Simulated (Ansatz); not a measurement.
A structure relaxed at PBE0-D4/def2-TZVP, charge 0, multiplicity 1:

```xyz
6

F     0.2922    1.1750    1.3532
C     0.4884    0.3849    0.2979
C    -0.5056   -0.3201   -0.2100
Cl   -0.2740   -1.3403   -1.5660
H     1.5065    0.3933   -0.0714
H    -1.5075   -0.2928    0.1964
```

Task: Give its formula and SMILES.

Result: C2H2ClF, `F/C=C/Cl`.

Task: Point group (tolerance 0.08 Å, 0.16 Å for H)?

Result: Cs.

Task: Summarise the bond lengths by kind.

Result: 1 × C–F 1.333 Å; 1 × C–C 1.320 Å; 2 × C–H 1.082 to 1.083 Å; 1 × C–Cl 1.713 Å.

Program: Ansatz 0.2.0.
